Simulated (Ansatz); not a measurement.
A structure relaxed at PBE0-D4/def2-TZVP, charge 0, multiplicity 1:

```xyz
8

C     0.929   -0.873    0.537
S    -0.015   -0.415   -0.938
P    -1.084    1.229   -0.172
H     0.270   -1.159    1.355
H     1.587   -0.064    0.851
H     1.535   -1.734    0.251
H    -0.849    2.140   -1.235
H    -2.374    0.877   -0.649
```

(1) Give its formula and SMILES.

(2) Point group (tolerance 0.08 Å, 0.16 Å for H)?

(3) Summarise the bond lengths by kind.

Answers

(1) CH5PS, `CSP`.

(2) Cs.

(3) 1 × C–S 1.810 Å; 3 × C–H 1.089 to 1.091 Å; 1 × P–S 2.105 Å; 2 × H–P 1.420 Å.

Computed with Ansatz.
